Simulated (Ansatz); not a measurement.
C$_{4}$H$_{8}$, singlet: reading a ladder of total energies

Geometry: MP2(full)/6-31G*, from the G2/97 set.

```yaml
atoms:
  - { symbol: C, position_ang: [0.0000, 1.0711, 0.1476] }
  - { symbol: C, position_ang: [0.0000, -1.0711, 0.1476] }
  - { symbol: C, position_ang: [-1.0711, 0.0000, -0.1476] }
  - { symbol: C, position_ang: [1.0711, 0.0000, -0.1476] }
  - { symbol: H, position_ang: [0.0000, 1.9869, -0.4501] }
  - { symbol: H, position_ang: [0.0000, 1.3429, 1.2075] }
  - { symbol: H, position_ang: [0.0000, -1.9869, -0.4501] }
  - { symbol: H, position_ang: [0.0000, -1.3429, 1.2075] }
  - { symbol: H, position_ang: [-1.9869, 0.0000, 0.4501] }
  - { symbol: H, position_ang: [-1.3429, 0.0000, -1.2075] }
  - { symbol: H, position_ang: [1.9869, 0.0000, 0.4501] }
  - { symbol: H, position_ang: [1.3429, 0.0000, -1.2075] }
```

Basis 6-31G* (Cartesian d functions); Ansatz 0.2.0. Correlated methods freeze the noble-gas cores, which leaves 24 electrons in 72 orbitals. R marks a restricted (for open shells ROHF) determinant.

Full CI isn't at hand for all of this; RCCSDT(Q) serves as the reference, and is uncertain by about the last step of the cluster series.

Runs differ by some tens of microhartree through their thresholds, so steps under 0.03 kcal/mol mean nothing.

```tsv
level	total energy (hartree)
RHF	-156.096441
RMP2	-156.617977
RCCSD	-156.664903
RCCSD(T)	-156.682470
RCCSDT	-156.683323
RCCSDT(Q)	-156.684149
```

Question: What is the correlation energy at RCCSDT(Q), and what share of it do RMP2 and RCCSD(T) recover?

Answer: E(corr) = -156.684149 − (-156.096441) = -0.587708 hartree = -15.992 eV. RMP2: -0.521536 / -0.587708 = 88.74 %. RCCSD(T): -0.586029 / -0.587708 = 99.71 %.

Question: By how many kcal/mol does RCCSD(T) miss RCCSDT(Q) (1 hartree = 627.509 kcal/mol), and which steps make up the rest?

Answer: -156.682470 − (-156.684149) = 0.001679 hartree = 1.05 kcal/mol. Steps: RCCSDT − RCCSD(T) = -0.54, RCCSDT(Q) − RCCSDT = -0.52 kcal/mol. Differences between like states or geometries often cancel part of this.
